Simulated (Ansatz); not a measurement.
# CHSi (doublet): inputs that go wrong at distance Si1–C2 = 2.663 Å

3 inputs are run for CHSi (doublet) as typed; the log has to tell whether the result can be used and what must change.

Computed with Ansatz 0.2.0, Gaussian basis. Level: the settings change from run to run.

26 further runs of the same task are left out: 6 for a known fault of the program, 3 for a mislabelled method, 12 that didn't finish, 5 set aside as unsound or not needed.

**1. The system**

The geometry derives from a PBE0/def2-TZVP stationary point (not a proven minimum). One bond is set to the value named and the two fragments are kept rigid.

3 atoms, charge 0, spin multiplicity 2.

Atoms are counted from 1 here; the program's logs count them from 0.

Bond lengths: C2–H3 1.079 Å.

**2. Try 1**

in.yaml

```yaml
crystal:
  periodic: [false, false, false]
  atoms:
    - {symbol: Si, position_ang: [0.000000, 0.000000, 2.135141]}
    - {symbol: C, position_ang: [0.000000, 0.000000, -0.527859]}
    - {symbol: H, position_ang: [0.000000, 0.000000, -1.607282]}
basis:
  gaussian: {orbitals: cc-pVDZ}
magnetization: {spin_polarized: false, initial_magnetization: 1}
correlation: {method: fic_mrcisd_q, electrons: valence}
scf: {lower_state_search: light}
```

The run is started by

```sh
$ ansatz run in.yaml --threads 1 --pin off --events-out ev --progress --plain --max-ram 2393MiB
```

Standard output:

```text
Error: this correlation method needs an active space: name one as the reference
```

Run time: 0.03 s. Hardware: 1 thread of Arm Neoverse N1, shared host.

**Diagnosis.** The run was refused. This method needs an active space and has none. Cure: add an active_space block.

**3. Try 2**

in.yaml

```yaml
crystal:
  periodic: [false, false, false]
  atoms:
    - {symbol: Si, position_ang: [0.000000, 0.000000, 2.135141]}
    - {symbol: C, position_ang: [0.000000, 0.000000, -0.527859]}
    - {symbol: H, position_ang: [0.000000, 0.000000, -1.607282]}
basis:
  gaussian: {orbitals: cc-pVDZ, fitting: {mean_field: def2-universal-jkfit}}
magnetization: {spin_polarized: false, initial_magnetization: 1}
correlation: {method: ccsd_t, frozen_orbitals: {Si: 9}}
accuracy: high
```

Launched as before.

Standard output:

```text
Functional definition: HF
  name "HF"
  cite "Fock, Z. Phys. 61, 126 (1930) doi:10.1007/BF01340294"
  parent pbe
  exchange = exact_x
  correlation = 0
Error: "frozen_orbitals" has no count for C
```

Wall time 0.03 s (1 thread of Arm Neoverse N1, shared host).

What is wrong: The run was refused. The frozen-orbital counts are incomplete or too large. Fix: leave frozen_orbitals out, or give each element a count that its core has.

**4. Try 3**

in.yaml

```yaml
crystal:
  periodic: [false, false, false]
  atoms:
    - {symbol: Si, position_ang: [0.000000, 0.000000, 2.135141]}
    - {symbol: C, position_ang: [0.000000, 0.000000, -0.527859]}
    - {symbol: H, position_ang: [0.000000, 0.000000, -1.607282]}
basis:
  gaussian: {orbitals: def2-SVP}
correlation: {method: fic_mrcisd_q, electrons: outside_noble_gas, active_space: {window: {electrons: 3, orbitals: 3}}}
accuracy: high
magnetization: {spin_polarized: true, initial_magnetization: 1}
```

Same command.

Standard output:

```text
Error: invalid value for `correlation.active_space`: it starts from restricted Hartree–Fock orbitals; set hamiltonian.xc: hf without magnetization.spin_polarized
```

Wall time 0.03 s (1 thread of Arm Neoverse N1, shared host).

**Diagnosis.** The run was refused. An active space is asked on unrestricted orbitals. Cure: drop spin_polarized: true.

**5. Summary**

| try | level | ended | cause | time |
| --- | --- | --- | --- | --- |
| 1 | 'fic_mrcisd_q'/cc-pVDZ | refused | this method needs an active space and has none | 0.03 s |
| 2 | CCSD(T) on ROHF/cc-pVDZ | refused | the frozen-orbital counts are incomplete or too large | 0.03 s |
| 3 | MRCISD+Q(3,3)/def2-SVP | refused | an active space is asked on unrestricted orbitals | 0.03 s |

3 refused.
